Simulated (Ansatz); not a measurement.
α-N2, treated with PBE-D4 in Ansatz (PAW).

Settings: plane-wave cutoff 500 eV, 6×6×6 k mesh, gaussian smearing 0.02 eV, scalar-relativistic PAW data made under PBE.

Computed at the level's own relaxed cell.

Question: Estimate the volume per atom, lattice constant a and band gap that the calculation returns.

Answer: 
- volume per atom = 23.22 Å³/atom
- lattice constant a = 5.706 Å
- band gap = 7.44 eV (on the SCF k mesh)

Measured, for comparison: equilibrium volume per atom 22.47 Å³/atom (4 K, zero-point motion not removed; as tabulated in Wyckoff, Crystal Structures 1 (1963), as in the American Mineralogist Crystal …); lattice constant a 5.644 Å (4 K, zero-point motion not removed, our sources range from 5.644 to 5.667; as tabulated in Wyckoff, Crystal Structures 1 (1963), as in the American Mineralogist Crystal …). Computed (rounded) less measured: equilibrium volume per atom +3.3 %, lattice constant a +1.1 % (+0.7 % to +1.1 % over the range).

The computed numbers hold no vibrational or temperature effects.

Cost on a shared machine: around 30 core-seconds (rough).

Ansatz is a quantum-chemistry and plane-wave program.
